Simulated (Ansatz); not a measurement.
Reaction (isomerisation): `Cc1ccncc1` → `N#CC1=CCCC1`

Computed with Ansatz on PBE0-D4/def2-TZVP structures; ΔE is electronic, products minus reactants. CCSD(T)/CBS is the MP2 limit (def2-TZVPP, def2-QZVPP) plus CCSD(T) − MP2 in def2-TZVPP, frozen cores. DFT in def2-TZVPP. B3LYP here is the variant with VWN-RPA as its local correlation; programs differ in this. HSE06 is defined as in plane-wave codes.

`Cc1ccncc1`:

Cartesian coordinates in Å:
```
C -1.006 0.481 1.669
C -0.245 0.121 0.434
C -0.132 -1.196 0.004
C 0.562 -1.475 -1.162
N 1.142 -0.550 -1.917
C 1.037 0.708 -1.505
C 0.366 1.090 -0.355
H -0.975 -0.324 2.405
H -2.058 0.666 1.429
H -0.611 1.388 2.130
H -0.579 -2.003 0.576
H 0.656 -2.502 -1.505
H 1.519 1.458 -2.127
H 0.323 2.137 -0.074
```

`N#CC1=CCCC1`:

Cartesian coordinates in Å:
```
N 3.316 0.796 1.179
C 2.277 0.555 0.741
C 0.984 0.252 0.244
C 0.657 0.172 -1.048
C -0.801 -0.106 -1.227
C -1.255 -0.532 0.178
C -0.207 0.042 1.144
H 1.348 0.332 -1.866
H -0.994 -0.868 -1.987
H -1.310 0.805 -1.569
H -1.244 -1.622 0.243
H -2.267 -0.202 0.414
H 0.013 -0.625 1.980
H -0.518 1.000 1.575
```

```
             level  ΔE (kJ/mol)  difference from CCSD(T)/CBS
       LDA (SPW92)         99.2                         41.6
            PBE-D4         80.6                         23.0
         revPBE-D4         80.5                         22.9
           BLYP-D4         80.3                         22.7
         r2SCAN-D4         82.8                         25.2
            B97M-V         78.5                         20.9
           PBE0-D4         80.1                         22.5
          B3LYP-D4         80.7                         23.1
        r2SCANh-D4         82.6                         25.0
        r2SCAN0-D4         81.9                         24.3
          HSE06-D4         80.3                         22.7
          BHLYP-D4         78.0                         20.4
      CAM-B3LYP-D4         75.2                         17.6
           ωB97X-V         63.1                          5.5
            B2PLYP         67.3                          9.7
          PBE-QIDH         68.3                         10.7
            revPBE         70.3                         12.7
              BLYP         73.9                         16.3
              PBE0         77.9                         20.3
             B3LYP         76.3                         18.7
           r2SCANh         82.0                         24.4
           r2SCAN0         81.3                         23.7
             HSE06         78.3                         20.7
             BHLYP         74.8                         17.2
         CAM-B3LYP         73.0                         15.4
           LC-ωPBE         56.6                         -1.0
       HF/def2-SVP         61.3                          3.7
      MP2/def2-SVP         53.8                         -3.8
     CCSD/def2-SVP         42.0                        -15.6
  CCSD(T)/def2-SVP         47.9                         -9.7
     HF/def2-TZVPP         53.0                         -4.6
SCS-MP2/def2-TZVPP         42.7                        -14.9
   CCSD/def2-TZVPP         43.7                        -13.9
CCSD(T)/def2-TZVPP         50.8                         -6.8
     HF/def2-QZVPP         53.8                         -3.8
    MP2/def2-QZVPP         65.0                          7.4
SCS-MP2/def2-QZVPP         46.6                        -11.0
      HF/CBS(def2)         53.9                         -3.7
     MP2/CBS(def2)         67.7                         10.1
    CCSD/CBS(def2)         50.5                         -7.1
       CCSD(T)/CBS         57.6                            0
```

Largest T1 diagnostic among the species: 0.012.

Leaving LDA and LC-ωPBE aside and taking each functional with its dispersion term where it has one, the values spread over 19.6 kJ/mol, from ωB97X-V to r2SCAN-D4. LDA lies +21.3 kJ/mol from PBE without D4. The D4 term adds +4.4 kJ/mol with B3LYP and +2.2 kJ/mol with PBE0; it sums over pairs of atoms, weighted by their polarisabilities, and B3LYP, whose exchange is more repulsive, gets the larger term. At CCSD(T), def2-SVP lies −9.6 kJ/mol from the extrapolated value and def2-TZVPP −6.8 kJ/mol.
